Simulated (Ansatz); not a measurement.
in.yaml

```yaml
crystal:
  periodic: [false, false, false]
  atoms:
    - {symbol: Hf, position_ang: [0.000000, 0.000000, 0.000000]}
    - {symbol: O, position_ang: [0.000000, 0.000000, 1.741200]}
basis:
  gaussian: {orbitals: def2-TZVPP}
magnetization: {spin_polarized: true, initial_magnetization: 4}
correlation: {method: ccsdt_q, electrons: outside_noble_gas}
```

```sh
$ ansatz run in.yaml --threads 2 --pin off --events-out ev --progress --plain --max-ram 24576MiB --backend cuda --devices 0, --max-vram 18GiB
```

Problem. Roughly how long does this take on 2 threads of AMD EPYC 7R13 with a shared H100 80 GB, shared host, and how much host memory?

Solution. 60 s wall and 0.92 GiB.

```
1045 factors; integrals over basis functions are off by at most 3.6e-5 eV
mean field evaluation 1: about -3324.0690 eV, gradient 1.5e1 eV
mean field evaluation 2: about -3324.0691 eV, gradient 1.5e1 eV
mean field evaluation 4: about -3325.5399 eV, gradient 3.2e0 eV
mean field evaluation 8: about -3325.6821 eV, gradient 1.7e-3 eV
mean field evaluation 16: about -3325.6860 eV, gradient 1.0e0 eV
mean field evaluation 32: about -3325.9680 eV, gradient 7.3e-4 eV
mean field evaluation 64: about -3325.8727 eV, gradient 1.4e-1 eV
mean field evaluation 96: about -3325.6820 eV, gradient 6.8e-3 eV
mean field evaluation 128: about -3320.1361 eV, gradient 2.1e1 eV
mean field evaluation 160: about -3325.8145 eV, gradient 3.2e-1 eV
...
cycle  53  -7.01664693 eV  change   -6.1e-7 eV  update   2.5e-6
cycle  54  -7.01664700 eV  change   -7.2e-8 eV  update   2.1e-6
cycle  55  -7.01664751 eV  change   -5.1e-7 eV  update   1.8e-6
cycle  56  -7.01664723 eV  change    2.9e-7 eV  update   1.4e-6
cycle  57  -7.01664796 eV  change   -7.4e-7 eV  update   1.3e-6
cycle  58  -7.01664809 eV  change   -1.2e-7 eV  update   1.1e-6
cycle  59  -7.01664844 eV  change   -3.5e-7 eV  update   1.0e-6
cycle  60  -7.01664849 eV  change   -4.8e-8 eV  update   9.0e-7
cycle  61  -7.01664890 eV  change   -4.1e-7 eV  update   8.0e-7
cycle  62  -7.01664888 eV  change    1.6e-8 eV  update   7.0e-7
perturbative correction -0.01022294 eV, -0.0003756860 hartree
Total energy: -3332.97200640 eV, -122.4844620658 hartree
```
